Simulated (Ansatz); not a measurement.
# Band gap of some III–V compounds, all zinc-blende

Method: HSE06+SOC (Ansatz, a program for electronic structure; the runs differ in potentials, basis or settings). References are measured gaps from which a computed or estimated zero-point shift was taken out, by their sources or here, so that they lie as a rule above the printed measurements. The table is a random draw of 6 from 9 solids with such references.

Values in eV.

```tsv
solid	reference	HSE06+SOC	error (eV)
zinc-blende GaAs	1.57	1.29	-0.28
zinc-blende BP	2.2¶ (2.20–2.50)	1.96	-0.24
zinc-blende AlAs	2.28	1.97	-0.31
zinc-blende GaSb	0.84	0.67	-0.17
zinc-blende GaP	2.43	2.22	-0.21
zinc-blende AlP	2.54	2.27	-0.27
```

Over these 6 solids the mean error is -0.25 eV, the mean absolute error 0.25 eV (median 0.26 eV), and the worst case zinc-blende AlAs at -0.31 eV; the value is too low in 6 of 6 cases. Over all 9, from unrounded values, the mean error is -0.18 eV and the mean absolute error 0.18 eV (median 0.21 eV).

¶ marks references of a special kind: zinc-blende BP, 2.2 eV (measured, zero-point renormalisation of 0.106 eV removed from the gap extrapolated to 0 K (as printed); the shift is computed, second of two values printed, our sources range from 2.20 to 2.50; as tabulated in X. Ren, F. Merz, H. Jiang et al., All-electron periodic G0W0 implementation …).

Brackets give the range of the sources taken for a reference, where it is wide; it can hold other temperatures.

Differences are worked out from the printed values.

Computed values are for a static lattice; measured ones hold zero-point and thermal shifts unless a correction is named.

Cells: HSE06+SOC at the measured cell. Caveats: for solids of elements lighter than gallium the value without spin–orbit coupling stands in (zinc-blende BP, zinc-blende AlP). Ansatz's density-functional and Hartree–Fock values are scalar-relativistic unless marked +SOC, with PAW data made under PBE.

Not in this set, of the III–V compounds with a reference value in our tables and a result at some level: 2 for a reference of another kind, counted apart; 2 for a doubt noted on the run at HSE06+SOC; 1 for no value at HSE06+SOC (not run, a failed fit, an unstable or unbound cell, or a value held back for tests); 1 for sources at odds. These can be a level's best or worst cases. At least 3 more with a reference value are held back for tests. Solids without a released value at any level aren't counted. Without +SOC, gaps count where the solid holds none of Ge, As, Se, Br, Sn, Sb, Te, I or the elements past barium, or holds Ge, As, Se or Br with a gap over 4 eV. Layered and molecular crystals are counted apart.

References as tabulated in, or derived from, Chen et al. (2018), doi:10.1103/physrevmaterials.2.073803; X. Ren, F. Merz, H. Jiang et al., All-electron periodic G0W0 implementation …; arXiv:2302.06325.
